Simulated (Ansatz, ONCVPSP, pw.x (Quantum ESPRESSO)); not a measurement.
gallium (Ga): one change to the ONCV potential, in the atom and in the bcc crystal

```
Element                 : gallium
Generator               : ONCVPSP 4.0.1.1 (patched build)
Type                    : optimised norm-conserving Vanderbilt (ONCV)
Functional              : LDA (Perdew-Wang 92)
Relativity              : scalar-relativistic
Frozen core             : [Ar] 3d10
Valence charge          : 3
Reference configuration : 4s2 4p1
Partial waves           : 4s: rc 1.85 bohr, ncon 4, nbas 7, qcut 3.6 1/bohr, local; 4p: rc 2.65 bohr, ncon 3, nbas 7, qcut 3.3 1/bohr, 2 projectors, debl 3.1 Ha; d scattering state at 0.42 Ha: rc 2.80 bohr, ncon 5, nbas 9, qcut 3.1 1/bohr, 3 projectors, debl 2.4 Ha
Local potential         : the s channel
Core correction         : polynomial model core, fcfact 0.5
```

Change: d: debl 3.35.

Cutoffs, loose and tight: the cutoffs (Ha) at which the residual kinetic energy of the hardest occupied pseudo-wave falls to 1 and 0.1 mHa per electron. They do not see the model core or the augmentation charge, which bear on the density cutoff. Test errors are all-electron minus pseudo excitation energies from the reference, over the configurations 4s2 4p0; 4s1 4p0; 4s2 4p0.5; 4s1 4p2; variants that change the core or the reference have their own tests.

Crystal test: bcc Ga in pw.x 7.5, no spin, 14³ k-points, Fermi–Dirac smearing 0.01 Ry, cutoffs set for each file from its atomic test. The reference is all-electron LAPW (Ansatz 0.2.0) with the same functional, mesh and smearing; V0 and B0 come from Birch–Murnaghan fits to the pressures at five volumes. Errors are pseudo minus all-electron; Δ is the rms difference of the E(V) curves that follow from these fits, minima aligned, over ±6 % about the mean V0. Mesh and smearing are coarse, so the numbers serve the comparison and aren't converged zero-temperature values; the lattice is a test structure that the element need not adopt.

All-electron: a0 = 3.261 Å (V0 = 17.34 Å³/atom), B0 = 64.0 GPa.

Q: Does the change bring the crystal closer to the all-electron result?

A: The mean pressure error goes from -1.88 to -2.30 GPa, so the change moves the solid further from the all-electron pressures.

```
                       quantity       base    changed
                 outcome (atom)  generated  generated
           cutoff, loose (atom)     7.9 Ha     7.9 Ha
           cutoff, tight (atom)      29 Ha      29 Ha
            bound ghosts (atom)       none       none
largest test error (meV) (atom)       -185       -185
           cutoffs in pw.x (Ry)     70/280     70/280
                         a0 (Å)      3.228      3.221
                   a0 error (%)      -1.00      -1.23
                   B0 error (%)       +7.2       +8.7
                   Δ (meV/atom)        7.5        9.2
      mean pressure error (GPa)      -1.88      -2.30
```

Base: The largest radius (2.80 bohr) exceeds half the bond length (2.68 bohr), so the spheres overlap, which is one possible source of error among others. This is a poor potential for the solid. The cutoffs count occupied waves only; projector 3 of the d channel, the hardest unoccupied one, needs 51 Ha at the loose tolerance. Changed file: The largest radius (2.80 bohr) exceeds half the bond length (2.68 bohr), so the spheres overlap, which is one possible source of error among others. This is a poor potential for the solid. The cutoffs count occupied waves only; projector 2 of the d channel, the hardest unoccupied one, needs 27 Ha at the loose tolerance.
